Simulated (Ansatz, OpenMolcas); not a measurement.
## SiH4O (silanol): from total energies to a heat of formation

The species is SiH4O (6 atoms), meant as a singlet with charge 0. As SMILES, `O[SiH3]`. The shape is that of a PBE0-D4/def2-TZVP optimisation.

Total energies at BLYP/cc-pVTZ (OpenMolcas 26.06); the atoms run unrestricted:

```
species    state  energy (Eh)
  SiH4O  singlet  -367.170210
      O  triplet   -75.080284
     Si  triplet  -289.380887
      H  doublet    -0.497555
```

Harmonic wavenumbers at PBE0-D4/def2-TZVP, in cm⁻¹: 197, 680, 719, 848, 908, 947, 967, 993, 2209, 2214, 2260, 3931.

Measured heats of formation of the gaseous atoms at 298.15 K, in kJ/mol: O 249.2, Si 450.0, H 218.0. Spin-orbit lowering of the atoms at 298 K (mean of the ground term's levels less their thermal mean, from spectra), in kJ/mol: O 0.40, Si 0.44. Take 1 Eh = 2625.50 kJ/mol, 1 cm⁻¹ = 0.0119627 kJ/mol, RT = 2.479 kJ/mol.

Problem. Work out the heat of formation of the gas at 298 K.

Solution. 
1. Electronic atomisation energy: (-75.080284) + (-289.380887) + 4 × (-0.497555) − (-367.170210) = 0.718819 Eh = 1887.3 kJ/mol.
2. Zero-point energy: half the sum of the wavenumbers, 8436.5 cm⁻¹ = 100.9 kJ/mol.
3. Thermal vibrational enthalpy, Σ hcν̃/(exp(hcν̃/kT) − 1): 2.7 kJ/mol. Translation, rotation and pV of a non-linear molecule: 4 RT = 9.9 kJ/mol.
4. The 6 free atoms carry 5/2 RT each: 37.2 kJ/mol.
5. Spin-orbit coupling lowers the free atoms by 0.40 + 0.44 = 0.8 kJ/mol.
6. Atomisation enthalpy at 298 K: 1887.3 − 0.8 − 100.9 − 2.7 − 9.9 + 37.2 = 1810.2 kJ/mol.
7. Sum of the atoms' heats of formation: 1571.2 kJ/mol. Heat of formation: 1571.2 − 1810.2 = -239.0 kJ/mol.

No measured value is set beside it here. Anharmonicity and any spin-orbit splitting of the molecule are left out.
